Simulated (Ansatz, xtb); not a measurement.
# A geometry optimisation of BFO with r2SCAN-D4/def2-SVP

The starting geometry of this gas-phase singlet has its atoms placed at random.

```yaml
atoms:
  - { symbol: B, position_ang: [0.1111, 0.0474, 0.4891] }
  - { symbol: F, position_ang: [-1.2011, -0.1186, -0.0186] }
  - { symbol: O, position_ang: [0.5352, -1.3817, -0.0779] }
```

Problem. Guess where an optimisation with r2SCAN-D4/def2-SVP ends from this start.

Solution. It ends as `O=BF`. Distances that change by over a tenth: B1–O3 (1.59 → 1.21 Å).

The energy falls by 6.51 eV over 8 steps:

```
step  E − E(last) (eV)
   1             6.507
   2             3.302
   3             1.938
   4             0.365
   5             0.004
   6             0.002
   7             0.000
   8             0.000
```

Final geometry (Å):

```xyz
3

B    -0.1640   -0.4981    0.1308
F    -1.2364    0.2097    0.1318
O     0.8456   -1.1644    0.1299
```

From the same start GFN2-xTB reaches the same bonding as this run.

From so rough a start the end depends on the optimiser's path, so another program may land elsewhere. No frequencies were run, so the end isn't proven a minimum. Run with Ansatz 0.2.0, 4.2 s on 1 thread of Intel(R) Xeon(R) Platinum 8488C (Sapphire Rapids), on a shared host.
